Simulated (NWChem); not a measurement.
**Correlation energy of P (+1)**

```xyz
1

P      0.0000     0.0000     0.0000
```
Charge +1, spin multiplicity 3.

The numbers come from NWChem runs, not from measurements.

Basis set: 6-311G**. Each correlation energy counts from its own Hartree-Fock reference.

The correlated methods keep 5 core orbitals frozen. The Pople sets run with spherical d functions. The stability of the SCF solutions was not checked. Open-shell Hartree-Fock references start from PBE0 orbitals. Coupled-cluster values serve here as a point of comparison, not as the truth.

Question: For the correlation energy, UMP2 gives -50.1 mHa and SCS-UMP2 gives -53.3 mHa. What do CCSD on UHF, CCSD[T] on UHF, CCSD(T) on UHF give?

Answer: CCSD on UHF: -69.1 mHa; CCSD[T] on UHF: -70.1 mHa; CCSD(T) on UHF: -70.1 mHa.
